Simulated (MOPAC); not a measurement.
MOPAC input (AM1):

```
AM1 1SCF CHARGE=-1 GEO-OK AUX(PRECISION=9) THREADS=1
CH5Si

C    -0.01423719 1   -0.06952151 1   -1.23419539 1
Si    0.00834037 1    0.17010305 1    0.73186645 1
H    -0.01728263 1   -1.11287275 1   -1.56859470 1
H    -0.89893486 1    0.41944684 1   -1.65979309 1
H     0.85959133 1    0.42084071 1   -1.68015728 1
H    -1.11421076 1   -0.84675739 1    1.04684283 1
H     1.13949487 1   -0.84497103 1    1.02074434 1
```

### Question
What heat of formation does the run end on, and which ionisation energy by Koopmans theorem?

### Answer
0.73 kcal/mol; 1.26 eV.
